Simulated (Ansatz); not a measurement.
# Zinc-blende HgTe: band gap by level of theory

No measured value is used here.

```tsv
level (code)	value (eV)	cell (Å³/atom)
LDA+SOC (Ansatz)	0.00	33.59
PBE+SOC (Ansatz)	0.00	33.59
revPBE (Ansatz)	0.00	38.05
PBEsol-D3(BJ) (Ansatz)	0.00	33.21
rVV10 (Ansatz)	0.00	37.01
r²SCAN-D4 (Ansatz)	0.00	35.02
r²SCAN50 (Ansatz)	…	33.94
Hartree–Fock (Ansatz)	…	33.59
```

Question: Fill in the missing entries.

Answer: 
- r²SCAN50 (Ansatz, an electronic-structure program), value (eV): 1.92
- Hartree–Fock (Ansatz), value (eV): 5.52

Computed values are for a static lattice. Spin–orbit coupling is included only where a level's name says +SOC; with heavier elements it mostly lowers gaps and can invert bands. A gap of zero means that the bands touch or overlap; how far they overlap is not shown.  revPBE: the cell is over a tenth larger than the published one: the level's own overestimate first of all, though another phase or state, or a fault of the published cell, is possible. Values are at the level's own equilibrium cell; LDA+SOC at the measured cell; PBE+SOC at the measured cell; Hartree–Fock at the measured cell. Cutoffs and k meshes differ between the levels. Ansatz's density-functional and Hartree–Fock values are scalar-relativistic unless marked +SOC, with PAW data made under PBE.
